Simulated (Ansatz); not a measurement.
Two shapes of singlet CH3NO.

Shape 1:

```xyz
6

C     0.0000   -0.4117   -0.0523
O     0.0000   -0.3905    1.1538
N     0.0000    0.6799   -0.8543
H     0.0000   -1.3629   -0.6417
H     0.0000    0.5969   -1.8606
H     0.0000    1.6013   -0.4339
```

Shape 2:

```xyz
6

C    -0.0267   -0.4249   -0.0925
O    -0.0146   -0.4268    1.1850
N     0.0484    0.6680   -0.8578
H     0.0499   -1.3602   -0.6420
H    -0.0239    0.5722   -1.8969
H    -0.0421    1.6132   -0.4096
```

Basis set: cc-pVTZ (spherical functions). Frozen core: 3 orbitals. Charge 0, multiplicity 1.

Computed with Ansatz (development build ahead of 0.2.0); each method stands on the lowest determinant of its kind that the runs found.

(1) Which shape is lower in energy, and by how much in each method?

## Answers

(1)

```
 method  E(2) − E(1) (eV)
    RHF             0.436
RHF-MP2             0.235
```

Shape 1 is lower.
